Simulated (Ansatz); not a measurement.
**HO+ (singlet): wave-function methods side by side at distance O1–H2 = 1.037 Å, aug-cc-pVTZ**

How much of the correlation energy of HO+ (singlet) does each wave-function method recover here?

The runs use Ansatz 0.2.0, Gaussian basis; aug-cc-pVTZ, core rule «outside noble gas», up to 1 orbitals frozen.

Plan: UHF; CCSD(T) on RHF; CCSD(T) on UHF; BCCD(T) on RHF; CISD; CCSDT(Q) on RHF; CCSDT(Q) on UHF; CCSDTQ on RHF; CASSCF and MRCISD+Q, 2 electrons in 2 orbitals; CASSCF and NEVPT2, 2 electrons in 2 orbitals; CASSCF and MRCISD+Q, 6 electrons in 5 orbitals; CASSCF and NEVPT2, 6 electrons in 5 orbitals; Full CI; Full CI in the symmetry of the determinant.

2 further runs of the same task are left out: 2 for a known fault of the program.

**1. The geometry**

The geometry derives from a PBE0/def2-TZVP stationary point (not a proven minimum). One bond is set to the value named and the two fragments are kept rigid.

2 atoms, charge 1, spin multiplicity 1.

Atoms are counted from 1 here; the program's logs count them from 0.

Bond lengths: O1–H2 1.037 Å.

**2. UHF**

in.yaml

```yaml
crystal:
  periodic: [false, false, false]
  atoms:
    - {symbol: O, position_ang: [0.000000, 0.000000, 0.000000]}
    - {symbol: H, position_ang: [0.000000, 0.000000, 1.036612]}
basis:
  gaussian: {orbitals: aug-cc-pVTZ}
total_charge: 1
magnetization: {spin_polarized: true, initial_magnetization: 0}
hamiltonian: {xc: hf}
output: {orbitals: {seedname: orbitals}}
```

Run with:

```bash
> ansatz run in.yaml --threads 1 --pin off --events-out ev --progress --plain --max-ram 2764MiB --backend cpu
```

After this run come: CCSD(T) on RHF; CCSD(T) on UHF; BCCD(T) on RHF; CISD; CCSDT(Q) on RHF; CCSDT(Q) on UHF; CCSDTQ on RHF; CASSCF and MRCISD+Q, 2 electrons in 2 orbitals; CASSCF and NEVPT2, 2 electrons in 2 orbitals; CASSCF and MRCISD+Q, 6 electrons in 5 orbitals; CASSCF and NEVPT2, 6 electrons in 5 orbitals; Full CI; Full CI in the symmetry of the determinant.

Before running them: what should the planned runs give, taken together? Wanted: FCI below the RHF energy; RMP2 from FCI; RCCSD from FCI; RCCSD(T) from FCI; RCCSDT(Q) from FCI; NEVPT2 pair from FCI; MRCISD+Q pair from FCI; NEVPT2 valence from FCI; T1 diagnostic.

The runs gave:

```
                         quantity                                                        value
         FCI below the RHF energy                                                   -6.0984 eV
                    RMP2 from FCI                                                +145.0 kJ/mol
                   RCCSD from FCI                                                 +57.8 kJ/mol
                RCCSD(T) from FCI                                                 +29.5 kJ/mol
               RCCSDT(Q) from FCI                                                  -1.0 kJ/mol
             NEVPT2 pair from FCI                                                 +47.7 kJ/mol
           MRCISD+Q pair from FCI                                                  +0.9 kJ/mol
          NEVPT2 valence from FCI                                                 +59.6 kJ/mol
levels within 1 kcal/mol (43 meV)  RCCSDT, RCCSDT(Q), RCCSDTQ, MRCISD+Q pair, MRCISD+Q valence
                    T1 diagnostic                                                        0.007
   effectively unpaired electrons                                                         2.01
```

RCCSD(T) lands +29.5 kJ/mol from the yardstick (5.0 % of the correlation energy). RCCSDT(Q) falls below full CI, which methods that aren't variational can do. With 2.0 effectively unpaired electrons against 0 the state is strongly multireference. Of the multireference levels listed MRCISD+Q pair comes nearest in total energy (+0.9 kJ/mol), which doesn't show that its space is the better one. These misses are within one basis, not against nature.
